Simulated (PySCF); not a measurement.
# How far each method lies from RCCSDT for AlAs⁺, quartet

Geometry: that of the AlAs, triplet, kept fixed.

```tsv
atom	x (Å)	y (Å)	z (Å)
Al	0.0000	0.0000	0.0000
As	0.0000	0.0000	2.3052
```

Basis cc-pVDZ; PySCF 2.14.0. Only valence electrons are correlated (noble-gas cores and the filled d shells of p-block atoms frozen), which leaves 7 electrons in 26 orbitals. R marks a restricted (for open shells ROHF) determinant, U an unrestricted one. No spin–orbit coupling is included, and no scalar relativity.

Full CI isn't at hand for all of this; RCCSDT serves as the reference. It lacks quadruple excitations. The frozen core follows each run's orbitals, which can shift R against U totals by a few meV for light atoms and by up to 0.1 eV past Ca.

The UHF ⟨S²⟩ is 3.779, the T1 diagnostic (ROHF- or RHF-based CCSD) is 0.0363 and the largest doubles amplitude (ROHF- or RHF-based CCSD) is 0.074.

```csv
level,E − E(RCCSDT) (kcal/mol),share of correlation (%),wall time
RHF,78.58,0.00,–
RMP2,18.40,76.59,–
RCCSD,3.19,95.94,–
RCCSD(T),0.56,99.29,0.93 s
```

The correlation energy at RCCSDT, counted from RHF, is -3.408 eV. That run took 17 s on 1 thread of Arm Neoverse V2, shared host.

Run but not shown, since their state, orbitals or frozen core can't be matched to the reference's or they repeat it: UHF, UMP2, UCCSD, UCCSD(T).

Times are those of the correlated step on a shared host, with one SCF added for the restricted CCSD run; they ran on 1 thread of Arm Neoverse V2.
